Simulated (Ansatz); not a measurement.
hydrogen peroxide (SMILES OO) moved off its minimum; all values from Ansatz (a first-principles code), cores frozen in correlated methods.
(charge 0, multiplicity 1)
```xyz
4

O     -0.69006    -0.02704     0.27179
O      0.55256    -0.05486    -0.23894
H     -1.14762     0.46092    -0.44433
H      1.20137     0.47496     0.46224
```

```csv
level,largest force (eV/Å),on atom,rms difference from CCSD(T)/aug-cc-pVTZ (eV/Å),dipole (D)
HF/def2-TZVPP,6.47,O2,1.098,1.82
PBE/def2-TZVPP,6.24,O2,0.284,1.63
r2SCAN/def2-TZVPP,6.41,O2,0.099,1.66
B3LYP/def2-TZVPP,6.43,O2,0.126,1.69
wB97M-V/def2-TZVPP,6.33,O2,0.231,1.70
MP2/aug-cc-pVTZ,6.62,O2,0.052,1.66
CCSD(T)/aug-cc-pVTZ,6.65,O2,0.000,1.62
```

The differences count from one level among others, with limits of its own. Forces at CCSD(T)/aug-cc-pVTZ (eV/Å):

```
atom      Fx      Fy      Fz
----  ------  ------  ------
O1    -3.716   0.671   0.719
O2     6.439   1.396   0.929
H3    -0.058  -0.268   0.763
H4    -2.665  -1.799  -2.411
```
